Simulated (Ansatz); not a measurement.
Potential energy curve for H6Si2, SMILES [SiH3][SiH3]. The Si1–H8 bond (Si1 also carries H, H, Si; H8 carries nothing else) is varied alone, starting from the PBE0/def2-TZVP optimised geometry.

UHF/cc-pVTZ (Ansatz, a first-principles code); RHF/cc-pVTZ (Ansatz); UKS-PBE = unrestricted PBE/cc-pVTZ run with Ansatz; RKS-PBE = Ansatz with restricted PBE/cc-pVTZ; UKS-CAM-B3LYP = Ansatz with unrestricted CAM-B3LYP/cc-pVTZ; RKS-CAM-B3LYP = restricted CAM-B3LYP/cc-pVTZ (Ansatz).

Scanned distances (Å): 1.11, 1.18, 1.27, 1.36, 1.39, 1.44, 1.49, 1.56, 1.62, 1.72, 1.85, 2.00, 2.19, 2.44, 2.68, 2.98, 3.27, 3.61, 4.04, 4.49, 5.18.

Question: Where does the unrestricted solution first break spin symmetry (<S²> of 0.01 or more)?

Answer: UHF: between 2.00 and 2.19 Å; UKS-PBE: between 2.68 and 2.98 Å; UKS-CAM-B3LYP: between 2.19 and 2.44 Å.

```tsv
R / Å	<S²> UHF	E(RHF) − E(UHF) / eV	<S²> UKS-PBE	E(RKS-PBE) − E(UKS-PBE) / eV	<S²> UKS-CAM-B3LYP	E(RKS-CAM-B3LYP) − E(UKS-CAM-B3LYP) / eV
1.11	0.00	0.000	0.00	0.000	0.00	0.000
1.18	0.00	0.000	0.00	0.000	0.00	0.000
1.27	0.00	0.000	0.00	0.000	0.00	0.000
1.36	0.00	0.000	0.00	0.000	0.00	0.000
1.39	0.00	0.000	0.00	0.000	0.00	0.000
1.44	0.00	0.000	0.00	0.000	0.00	0.000
1.49	0.00	0.000	0.00	0.000	0.00	0.000
1.56	0.00	0.000	0.00	0.000	0.00	0.000
1.62	0.00	0.000	0.00	0.000	0.00	0.000
1.72	0.00	0.000	0.00	0.000	0.00	0.000
1.85	0.00	0.000	0.00	0.000	0.00	0.000
2.00	0.00	0.000	0.00	0.000	0.00	0.000
2.19	0.10	0.008	0.00	0.000	0.00	0.000
2.44	0.54	0.303	0.00	0.000	0.01	0.000
2.68	0.76	0.790	0.00	0.000	0.40	0.117
2.98	0.89	1.456	0.54	0.116	0.70	0.451
3.27	0.95	2.064	0.81	0.349	0.86	0.833
3.61	0.99	2.684	0.94	0.634	0.94	1.259
4.04	1.00	3.321	0.99	0.922	0.98	1.711
4.49	1.01	3.834	1.00	1.125	1.00	2.072
5.18	1.01	4.386	1.00	1.299	1.00	2.448
```
